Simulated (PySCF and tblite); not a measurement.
(CH3)2CHCHF2, C₄H₈F₂, numbered as in [CH3:1][CH:2]([CH3:3])[CH:4]([F:5])[F:6]. Geometries GFN2-xTB; weights from PBE0-D3(BJ)/pcSseg-1 energies and GFN2-xTB thermal corrections, with symmetry numbers and mirror pairs. Conformers within 3 kcal/mol (GFN2-xTB free energy) were kept, 10 at most. GIAO shieldings: PBE0/pcSseg-1. Couplings: B3LYP/6-31G* with pcJ-1 on H, F (gas phase; spin-dipole term only for pairs with B, N, F, Si or P). H–H couplings come out 0.1 to 0.9 Hz lower than with pcJ-1 on all atoms. Shifts are against TMS (¹H), TMS (¹³C), CFCl3 (¹⁹F) at the same level. Run with PySCF (density fitting) and tblite.

Torsions listed: C1–C2–C4–F5. Of a mirror pair one member is shown.

Two conformers hold nearly all the population. I: 60°; δ(H4) = 5.61 ppm. II: -56°; δ(H4) = 6.05 ppm. The average over the ensemble at 298.15 K is 5.91 ppm.

Question: What populations and free-energy difference follow from a two-state model?

Answer: p(I) = (5.91 − 6.05)/(5.61 − 6.05) = 0.32, so K = p(II)/p(I) = 2.14 and G(II) − G(I) = −RT ln K = -0.45 kcal/mol. One of the two counts twice, as a mirror pair, which this difference holds. The weights computed directly are 31.9 % and 68.1 %.


Conformer gaps in pcSseg-1 on xTB geometries can be 2 kcal/mol off for S=O, P=O and other polar bonds.